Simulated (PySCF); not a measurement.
Compound: C4H7O (doublet state).
SMILES with atom numbers: `[H]/[C:1]=[CH:2]\[CH2:3][CH2:4][OH:5]` (hydrogens: H6 on C1; H7 on C2; H8, H9 on C3; H10, H11 on C4; H12 on O5)

Cartesian coordinates in Å at the PBE0-D3(BJ)/def2-SVP level; atoms count from 1:
```xyz
12
C4H7O angstrom
C      1.847    1.026   -0.268
C      1.240   -0.013    0.269
C      0.079   -0.751   -0.349
C     -1.240   -0.299    0.279
O     -1.496    1.054    0.051
H      1.810    1.578   -1.208
H      1.541   -0.339    1.277
H      0.206   -1.837   -0.207
H      0.038   -0.554   -1.432
H     -2.072   -0.866   -0.169
H     -1.233   -0.544    1.362
H     -0.718    1.544    0.344
```

The hyperfine couplings belong to this conformer and change with its torsions.

Computed with UKS B3LYP, IGLO-III on C O, pcH-1 on H, non-relativistic, mean-field spin-orbit, GIAO in PySCF. One conformer (not necessarily the lowest) at the PBE0-D3(BJ)/def2-SVP geometry, without solvent, vibrations or thermal averaging. No stability test was run, so a lower SCF solution isn't excluded.

Question: The isotropic 13C couplings are +324.9, +67.7, -12.3, -7.8 MHz. Assign them to C1; C2; C3; C4.

Answer: 
```tsv
site	a_iso (MHz)	ρ(0) (bohr⁻³)	position	distance from C1 (Å)	spin population	largest |T| (MHz)
C1	+324.9	+0.2890	largest spin population	0.00	+1.02	137.4
C2	-12.3	-0.0109	1 bond from C1	1.32	-0.14	19.7
C3	+67.7	+0.0602	2 bonds from C1	2.51	+0.06	14.4
C4	-7.8	-0.0069	3 bonds from C1	3.40	0.00	0.7
```

Question: The isotropic 1H couplings, averaged over equivalent nuclei, are +101.4, +53.6, +2.7, -2.1, +0.4 MHz. Assign them to H6; H7; H8/H9; H10/H11; H12.

Answer: 
```json
{"site": "H6", "a_iso (MHz)": "+53.6", "ρ(0) (bohr⁻³)": "+0.0120", "position": "1 bond from C1", "distance from C1 (Å)": "1.09", "bound to": "C1", "spin population there": "+1.02", "largest |T| (MHz)": "39.4"}
{"site": "H7", "a_iso (MHz)": "+101.4", "ρ(0) (bohr⁻³)": "+0.0227", "position": "2 bonds from C1, on C2 of spin population -0.14", "distance from C1 (Å)": "2.08", "bound to": "C2", "spin population there": "-0.14", "largest |T| (MHz)": "12.3"}
{"site": "H8/H9", "a_iso (MHz)": "-2.1", "ρ(0) (bohr⁻³)": "-0.0005", "position": "3 bonds from C1", "distance from C1 (Å)": "2.98", "bound to": "C3", "spin population there": "+0.06", "largest |T| (MHz)": "6.2"}
{"site": "H10/H11", "a_iso (MHz)": "+2.7", "ρ(0) (bohr⁻³)": "+0.0006", "position": "4 bonds from C1", "distance from C1 (Å)": "4.09", "bound to": "C4", "spin population there": "0.00", "largest |T| (MHz)": "1.9"}
{"site": "H12", "a_iso (MHz)": "+0.4", "ρ(0) (bohr⁻³)": "+0.0001", "position": "5 bonds from C1", "distance from C1 (Å)": "2.69", "bound to": "O5", "spin population there": "0.00", "largest |T| (MHz)": "5.6"}
```

ρ(0) is the spin density at the nucleus and T the dipolar tensor; entries for several nuclei are means. The Mulliken spin populations are largest on C1 (+1.02), C2 (-0.14) and C3 (+0.06). C1 is the only atom above +0.15. The positive populations add up to 1.15 and the negative ones to -0.15, together 2S = 1.

The spin density at the nucleus, in bohr⁻³, is negative for C2 (-0.0109) and C4 (-0.0069), for instance. A restricted open-shell determinant has no negative spin density anywhere; here it arises because α and β orbitals differ (spin polarisation).

Nuclei that the bonding pattern makes equivalent are averaged, as if the motion that swaps them (rotation, inversion, ring flip) were fast. The 1H value of -2.1 MHz is a mean of couplings from -5.4 to 1.3 MHz in this one geometry, not an average over conformers. The 1H value of +2.7 MHz is a mean of couplings from 0.2 to 5.3 MHz in this one geometry, not an average over conformers.
